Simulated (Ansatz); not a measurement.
I need a single point in a Gaussian basis of C4H8O2, SMILES COC1CCO1. Use Ansatz 0.2.0, Python API. Use: B3LYP, 6-31G* basis, multiplicity 1.

Contents of `c4h8o2.xyz`:
```text
14

C     2.20200   -0.56920    0.12700
O     1.01610   -0.12770    0.77060
C     0.06010    0.52430   -0.08480
C    -1.32850    0.73800    0.52090
C    -1.76250   -0.36640   -0.43390
O    -0.48640   -0.33810   -1.11360
H     1.96950   -1.35210   -0.60030
H     2.87540   -0.98010    0.88360
H     2.69840    0.26930   -0.37010
H     0.48090    1.43680   -0.52330
H    -1.42800    0.49570    1.58170
H    -1.76490    1.71990    0.31950
H    -1.94490   -1.34220    0.02600
H    -2.58710   -0.10820   -1.10350
```

`run_energy.py`:
```python
from pathlib import Path
import json

import ansatz
import numpy as np


def main() -> None:
    geometry = ansatz.Crystal.molecule_from_extxyz("c4h8o2.xyz")

    base = geometry.calculation()
    base = base.basis(gaussian="6-31G*")
    base = base.functional("B3LYP")
    base = base.forces()
    base = base.orbitals()
    done = base.run(threads=1, pin="off", runs_dir="out")
    report = done.report

    for key in ("converged", "free_energy_ev", "reference_energy_ev", "n_frozen", "n_occupied", "n_virtual"):
        print(f"{key:22s} {report[key]}")

    state = report["mean_field"]["state"]
    print(f"mean field: {state['energy']['hartree']:.7f} Ha, <S^2> = {abs(state['spin_squared']):.4f}, stability: {state.get('stability', {}).get('kind')}")

    symbols = [site.symbol for site in geometry.cartesian_sites]
    print("forces (eV/A)")
    for symbol, f in zip(symbols, report["forces_ev_ang"]):
        print(f"  {symbol:2s} {f[0]:9.4f} {f[1]:9.4f} {f[2]:9.4f}")

    charges = report["charge_distribution"]
    dipole = np.array(charges["dipole_moment_e_ang"]) * 4.803205
    print("dipole (D): {:.3f} {:.3f} {:.3f}, length {:.3f}".format(*dipole, np.linalg.norm(dipole)))
    print("atom  Mulliken   Lowdin")
    for symbol, m, l in zip(symbols, charges["mulliken_charges_e"], charges["lowdin_charges_e"]):
        print(f"{symbol:4s} {m:9.3f} {l:8.3f}")

    lines = Path(report["orbitals_path"]).read_text().splitlines()
    field_of = lambda key: [line.split("=")[1].strip() for line in lines if line.startswith(key)]
    orbitals = [(27.211386 * float(e), s, float(n)) for e, s, n in zip(field_of("Ene="), field_of("Spin="), field_of("Occup="))]
    homo = max(e for e, _, n in orbitals if n > 0.5)
    lumo = min(e for e, _, n in orbitals if n < 0.5)
    print(f"HOMO {homo:.3f} eV, LUMO {lumo:.3f} eV, gap {lumo - homo:.3f} eV")
    with open("c4h8o2.json", "w") as handle:
        json.dump({k: report[k] for k in ("free_energy_ev", "reference_energy_ev", "n_occupied", "n_virtual")}, handle, indent=1)


if __name__ == "__main__":
    main()
```

Running `python run_energy.py` prints:
```text
converged              True
free_energy_ev         -8371.130326284887
reference_energy_ev    -8371.130326284887
n_frozen               0
n_occupied             [24, 24]
n_virtual              [82, 82]
mean field: -307.6333653 Ha, <S^2> = 0.0000, stability: minimum
forces (eV/A)
  C    -0.3202    0.0985   -0.2091
  O    -1.2808    0.6183   -0.1586
  C     0.8248   -0.3095    0.0404
  C     0.0415   -0.4406    0.9059
  C    -0.3014   -0.0338   -0.3745
  O     0.3495    0.1559    0.2499
  H     0.0762   -0.0262   -0.1692
  H    -0.1437    0.0692    0.1472
  H     0.1879    0.0780   -0.1945
  H     0.4778   -0.1386   -0.1719
  H     0.1035    0.1230    0.0591
  H     0.1255   -0.0236   -0.0417
  H    -0.0826   -0.0530    0.0573
  H    -0.0579   -0.1176   -0.1403
dipole (D): -0.534 0.774 0.311, length 0.991
atom  Mulliken   Lowdin
C       -0.202   -0.200
O       -0.479   -0.141
C        0.376   -0.023
C       -0.366   -0.243
C       -0.009   -0.110
O       -0.501   -0.147
H        0.159    0.102
H        0.158    0.107
H        0.131    0.093
H        0.122    0.091
H        0.166    0.132
H        0.158    0.130
H        0.146    0.105
H        0.141    0.102
HOMO -7.042 eV, LUMO 2.501 eV, gap 9.543 eV
```

`c4h8o2.json`, as written:
```json
{
 "free_energy_ev": -8371.130326284887,
 "reference_energy_ev": -8371.130326284887,
 "n_occupied": [
  24,
  24
 ],
 "n_virtual": [
  82,
  82
 ]
}
```

What to keep in mind:
- Total energies depend on the basis set; only differences at equal settings carry meaning.
- The geometry is a force-field or estimated start, not a minimum of this method, and the basis set is short of its limit.
- The Löwdin charges here are taken after orthogonalising the functions within each atom; they differ from plain Löwdin charges, and their signs can be unphysical.
- b3lyp holds the VWN-RPA fit, as in Gaussian; the form of ORCA and Turbomole is b3lyp5.
- Levels such as HOMO and LUMO are orbital energies: with these approximate functionals they aren't the ionisation energy and electron affinity, and their gap isn't the fundamental gap.
- Wall time of the script: 3.8 s on 1 thread of AMD EPYC 9R14 (Zen 4), with other jobs on the host, peak memory 0.3 GiB.

(Lines on the test bed's own set-up are left out of the output.)
